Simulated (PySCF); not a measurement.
PySCF input for CH3O, SMILES [O]C, multiplicity 2, SMD-B3LYP/6-31G*. Geometry optimised at B3LYP-D3(BJ)/def2-TZVP. The geometry has at least one imaginary mode, so it is a saddle point at that level. The isomer is the one that the SMILES or the coordinates give; other isomers of the formula were not compared.

```python
import numpy as np
from pyscf import gto, scf, dft
from pyscf.solvent import smd

mol = gto.M(
    atom='''
    C     0.01319498    0.57255253   -0.00000000
    O     0.00475537   -0.79058998   -0.00000000
    H    -0.56501995    0.93219422    0.86928803
    H    -0.56501996    0.93219423   -0.86928801
    H     1.01282709    1.02501619   -0.00000000
    ''',
    basis='6-31G*',
    charge=0,
    spin=1,
    max_memory=1600,
    verbose=3,
)
mf = dft.UKS(mol, xc='b3lyp').density_fit(auxbasis='def2-universal-jkfit')
mf.grids.level = 3
mf.conv_tol = 1e-9
mf.max_cycle = 100
mf.kernel()
fine, coarse = mf.grids, dft.Grids(mol).set(level=1).build(with_non0tab=True)
for _ in range(3):  # follow internal instabilities
    mf.grids = coarse
    mo, _, stable, _ = mf.stability(return_status=True, nroots=4)
    mf.grids = fine
    if stable:
        break
    mf.kernel(mf.make_rdm1(mo, mf.mo_occ))
res = {}
for name in ['water', 'acetone', 'N,N-dimethylformamide']:
    s = mf.SMD()
    s.with_solvent.solvent, s.with_solvent.sasa_ng = name, 302
    s.kernel(mf.make_rdm1())
    res[name] = (s.e_tot, s.with_solvent.get_cds(), s.dip_moment(), s.mo_energy, s.converged)
    print(f'SMD {name}: dG(solv) = {(s.e_tot - mf.e_tot) * 627.509474:.3f} kcal/mol, of which CDS {res[name][1] * 627.509474:.3f}')
```

Log of the run:

```

WARN: HOMO -0.327790293273741 >= LUMO -0.32779029327374

converged SCF energy = -115.047933447448  <S^2> = 0.7529111  2S+1 = 2.002909
<class 'pyscf.df.df_jk.DFUKS'> wavefunction is stable in the internal stability analysis
converged SCF energy = -115.051449964604  <S^2> = 0.75296906  2S+1 = 2.0029669
Dipole moment(X, Y, Z, Debye): -0.32664,  2.58430,  0.00000
SMD water: dG(solv) = -2.207 kcal/mol, of which CDS 2.340
converged SCF energy = -115.052775061333  <S^2> = 0.75294505  2S+1 = 2.0029429
Dipole moment(X, Y, Z, Debye): -0.31280,  2.34348,  0.00000
SMD acetone: dG(solv) = -3.038 kcal/mol, of which CDS -0.338
converged SCF energy = -115.052886413659  <S^2> = 0.75294475  2S+1 = 2.0029426
Dipole moment(X, Y, Z, Debye): -0.31439,  2.34232,  0.00000
SMD N,N-dimethylformamide: dG(solv) = -3.108 kcal/mol, of which CDS -0.428
```

The run converged.

Cost: around 7 core-seconds (rough).
